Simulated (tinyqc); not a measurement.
Inside a calculation. Method: Born-Oppenheimer dynamics on the unrestricted PBE/sto-6g surface (energies and gradients from PySCF), for LiH+, spin multiplicity 2. Computed by tinyqc, a small Python program that keeps every step (integrals from PySCF). Settings: charge = 1, multiplicity = 2, basis = sto-6g, functional = pbe,pbe, time step (fs) = 2.0, steps = 16. Command: `OMP_NUM_THREADS=1 python tinyqc.py 27569 27570 out.jsonl` (the two numbers bound the seeds that draw the settings). One thread of a shared host (Intel(R) Xeon(R) Processor @ 2.60GHz), about 8 s of CPU time with the checks.

positions (bohr):
```
            x         y         z
1Li  0.000000  0.000000  0.000000
2H   0.000000  0.000000  2.766559
```

The total energy should stay constant up to terms of order dt^2; the step counts as short enough if it moves by less than 2 % of the largest kinetic energy.

Trajectory:

| time (fs) | 1Li-2H (angstrom) | potential (hartree) | kinetic (hartree) | total (hartree) |
|---|---|---|---|---|
| 0.000000 | 1.464000 | -7.71122444 | 0.00164723 | -7.70957721 |
| 2.000000 | 1.521182 | -7.71614184 | 0.00610549 | -7.71003635 |
| 4.000000 | 1.672806 | -7.72498194 | 0.01448722 | -7.71049472 |
| 6.000000 | 1.876088 | -7.73026207 | 0.01980001 | -7.71046206 |
| 8.000000 | 2.095990 | -7.73101593 | 0.02073058 | -7.71028536 |
| 10.000000 | 2.311858 | -7.72910668 | 0.01895216 | -7.71015452 |
| 12.000000 | 2.513526 | -7.72619319 | 0.01610776 | -7.71008543 |
| 14.000000 | 2.696837 | -7.72318810 | 0.01313266 | -7.71005545 |
| 16.000000 | 2.860738 | -7.72048206 | 0.01043645 | -7.71004562 |
| 18.000000 | 3.005662 | -7.71819307 | 0.00814819 | -7.71004488 |
| 20.000000 | 3.132673 | -7.71631778 | 0.00627020 | -7.71004758 |
| 22.000000 | 3.243032 | -7.71480801 | 0.00475697 | -7.71005104 |
| 24.000000 | 3.337979 | -7.71360565 | 0.00355134 | -7.71005431 |
| 26.000000 | 3.418640 | -7.71265650 | 0.00259952 | -7.71005698 |
| 28.000000 | 3.485989 | -7.71191526 | 0.00185615 | -7.71005910 |
| 30.000000 | 3.540835 | -7.71134582 | 0.00128507 | -7.71006075 |
| 32.000000 | 3.583831 | -7.71092060 | 0.00085864 | -7.71006195 |

Is the time step short enough?

No. The total energy moves within 9.2e-04 hartree; that is over 2 % of the largest kinetic energy, so the time step is too long.
